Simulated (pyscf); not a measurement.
Optimised with ωB97X-D3(BJ)/def2-SVP in PySCF.

Task: List the bond dissociation enthalpies at 298 K of H₂N–SiH(NH₂)–NH₂ from ωB97M-D3(BJ)/def2-TZVP, from the weakest bond up.

Result: H–Si to H₂N–Si•(NH₂)–NH₂ + H•: 96.8 kcal/mol; H–N to •HN–SiH(NH₂)–NH₂ + H•: 110.4 kcal/mol; N–Si to NH₂• + H₂N–SiH•–NH₂: 112.7 kcal/mol. Ring and multiple bonds, and those that leave no two simple radicals, are not listed. •HN–SiH(NH₂)–NH₂ lies 16.4 kcal/mol over its isomer H₂N–Si•(NH₂)–NH₂, and others may lie lower still (electronic energy, ωB97M-D3(BJ)). Other isomers of H₂N–SiH•–NH₂, H₂N–Si•(NH₂)–NH₂ were not searched in full and may lie lower.
